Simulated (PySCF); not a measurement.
Homolysis of single bonds, series formyl-X. All species are isolated molecules in the gas phase. One relaxed conformer stands for each flexible species; it need not be the lowest. Strings in code marks are SMILES.

Computed with PySCF with PBE-D3(BJ)/def2-TZVP // PBE0-D3(BJ)/def2-TZVP. All candidates: neutral, multiplicity 2. 

| Item | Value |
|---|---|
| dipole moment | 0.87 D |
| highest occupied spin orbital | -6.12 eV |

Question: Identify which member has these values.
A) `[CH]=C`
B) `[CH2]C`
C) `[O]C=O`
D) `[SH]`

Answer: D, `[SH]`. The others give `[CH]=C`: 0.72 D, -5.43 eV; `[CH2]C`: 0.35 D, -4.54 eV; `[O]C=O`: 1.47 D, -7.78 eV
